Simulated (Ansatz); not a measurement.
# C5H7N: the cost of one run

Program: Ansatz 0.2.0. Level of theory: the levels named in each step. These are calculated values, not measurements.

### Step 1. Starting point

Bond lengths: C1–C2 1.488 Å, C2–C3 1.370 Å, C3–C4 1.410 Å, C4–C5 1.366 Å, C2–N6 1.363 Å, C5–N6 1.361 Å, C1–H7 1.089 Å, C1–H8 1.086 Å, C1–H9 1.093 Å, C3–H10 1.072 Å, C4–H11 1.072 Å, C5–H12 1.072 Å, N6–H13 1.006 Å. Angles (14 of 21 angles, heavy atoms first): C1–C2–C3 131.1°, C1–C2–N6 121.5°, C3–C2–N6 107.5°, C2–C3–C4 107.6°, C3–C4–C5 107.2°, C4–C5–N6 108.0°, C2–N6–C5 109.7°, C2–C1–H7 111.0°, C2–C1–H8 109.8°, C2–C1–H9 110.9°, C2–C3–H10 126.1°, C4–C3–H10 126.3°, C3–C4–H11 126.4°, C5–C4–H11 126.5°.

As a file:

```xyz
13

C     1.8491   -0.5596    0.9890
C     0.6103   -0.2079    0.2430
C     0.2518   -0.4279   -1.0608
C    -1.0387    0.1104   -1.2454
C    -1.4285    0.6418   -0.0492
N    -0.4231    0.4444    0.8468
H     2.3344    0.3318    1.3828
H     2.5438   -1.0686    0.3279
H     1.6232   -1.2209    1.8294
H     0.8454   -0.9211   -1.8049
H    -1.6063    0.1032   -2.1549
H    -2.3367    1.1381    0.2309
H    -0.4330    0.7380    1.8092
```

### Step 2. A rough first relaxation, PBE-D4/def2-SVP

This run stands in another session on the same molecule. It ended at:

```xyz
13

C     1.8626   -0.5637    0.9996
C     0.6177   -0.2102    0.2522
C     0.2507   -0.4324   -1.0742
C    -1.0563    0.1124   -1.2670
C    -1.4584    0.6545   -0.0529
N    -0.4369    0.4513    0.8508
H     2.3839    0.3320    1.4033
H     2.5717   -1.0820    0.3272
H     1.6640   -1.2427    1.8578
H     0.8708   -0.9387   -1.8232
H    -1.6418    0.1090   -2.1933
H    -2.3827    1.1653    0.2379
H    -0.4536    0.7469    1.8256
```

### Step 3. Relaxation, HF/STO-3G

input.yaml reads:

```yaml
crystal:
  periodic: [false, false, false]
  atoms:
    - { symbol: C, position_ang: [1.86264852, -0.56369107, 0.99957056] }
    - { symbol: C, position_ang: [0.61766298, -0.21019639, 0.25218283] }
    - { symbol: C, position_ang: [0.25067424, -0.43244943, -1.07421129] }
    - { symbol: C, position_ang: [-1.05631124, 0.1123792, -1.26701968] }
    - { symbol: C, position_ang: [-1.45844088, 0.65453836, -0.05288412] }
    - { symbol: "N", position_ang: [-0.43691402, 0.45133212, 0.85076864] }
    - { symbol: H, position_ang: [2.3838964, 0.33196108, 1.40332445] }
    - { symbol: H, position_ang: [2.57171329, -1.08196359, 0.32721431] }
    - { symbol: H, position_ang: [1.6640231, -1.24269101, 1.85778068] }
    - { symbol: H, position_ang: [0.87083568, -0.93870832, -1.82317066] }
    - { symbol: H, position_ang: [-1.64179495, 0.10900025, -2.19330022] }
    - { symbol: H, position_ang: [-2.38270428, 1.16527283, 0.23785684] }
    - { symbol: H, position_ang: [-0.45360885, 0.74690598, 1.82559766] }
basis:
  gaussian: { orbitals: STO-3G }
hamiltonian:
  xc: hf
relax:
  f_tol: 0.004
  max_steps: 150
```

On the command line:

```console
> ansatz run input.yaml --threads 4 --pin off --max-ram 10240MiB --backend cpu --events-out ev --progress --plain --runs-dir out
```

What time and memory should one allow on 4 threads of Intel Xeon at 2.50GHz (Skylake/Cascade Lake), shared host?

About 20 s, with a peak of 0.098 GiB.
